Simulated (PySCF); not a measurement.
Species: ethylenediamine, C2H8N2.
SMILES with atom numbers: `[NH2:1][CH2:2][CH2:3][NH2:4]` (hydrogens: H5, H6 on N1; H7, H8 on C2; H9, H10 on C3; H11, H12 on N4)

A linear-response calculation (PySCF, def2-SVPD basis, gas phase, vertical, core orbitals frozen in the response) gave these numbers; the functional is withheld.

Orbital energies (eV): HOMO-3 -11.72, HOMO-2 -11.17, HOMO-1 -8.73, HOMO -8.15, LUMO 1.50, LUMO+1 2.06, LUMO+2 2.18.

| state | E (eV) | f | main configurations (H = HOMO, L = LUMO) |
| --- | --- | --- | --- |
| S1 | 6.33 | 0.0005 | H→L (80%), H-1→L+1 (11%) |
| S2 | 6.63 | 0.023 | H-1→L (52%), H→L+1 (40%) |
| S3 | 7.26 | 0.010 | H→L+2 (86%) |
| S4 | 7.67 | 0.055 | H→L+1 (42%), H-1→L+2 (32%), H-1→L (15%) |
| S5 | 7.82 | 0.013 | H-1→L+2 (39%), H-1→L (26%), H→L+4 (13%) |
| S6 | 7.88 | 0.0015 | H-1→L+1 (59%), H→L+5 (26%), H→L (9%) |

Triplets (Tamm–Dancoff): T1 6.04 eV, H→L (75%), H-1→L+1 (12%), H→L+2 (8%); T2 6.30 eV, H-1→L (52%), H→L+1 (35%); T3 7.12 eV, H→L+2 (81%), H→L (9%); T4 7.45 eV, H→L+1 (46%), H-1→L+2 (27%), H-1→L (10%).

Vertical ionisation energy by ΔSCF with the same functional: 9.11 eV. Mean static polarisability: 45.4 au.

Question: Name the functional.
A. PBE
B. HF
C. CAM-B3LYP
D. PBE0

Answer: C. CAM-B3LYP is range-separated, 19% exact exchange at short range and 65% at long range (ω = 0.33 bohr⁻¹). In this run −ε(HOMO) = 8.15 eV differs from the ΔSCF value by -0.96 eV, and S1 differs from the orbital gap of 9.65 eV by -3.32 eV. The ratio −ε(HOMO)/IP is 0.89. Usual ranges for neutral molecules in this basis: 0.85 to 0.93 with CAM-B3LYP, 0.5 to 0.7 with PBE, 0.7 to 0.83 with PBE0; with Hartree–Fock the ratio is 1 or more (Koopmans' value less the relaxation energy is the ΔSCF value). The other options: PBE, a GGA without exact exchange; HF, time-dependent Hartree–Fock, 100% exact exchange; PBE0, a global hybrid with 25% exact exchange.

Computed, not measured: PySCF 2.14.0, density-fitted response routines, TDDFT CAM-B3LYP/def2-SVPD, vertical, gas phase, core orbitals frozen in the response. The structure is a single PBE0-D3(BJ)/def2-SVP conformer in the gas phase; no vibrational or solvent corrections.

Time: 45 s. Hardware: one thread, Arm Neoverse V2, no GPU, shared host.

The values belong to the conformer `[NH2:1][CH2:2][CH2:3][NH2:4]`: N1–C2–C3–N4 -55°, H–N1–C2–C3 -169°, H–N1–C2–C3 75°, H–N4–C3–C2 -168°, H–N4–C3–C2 76°.
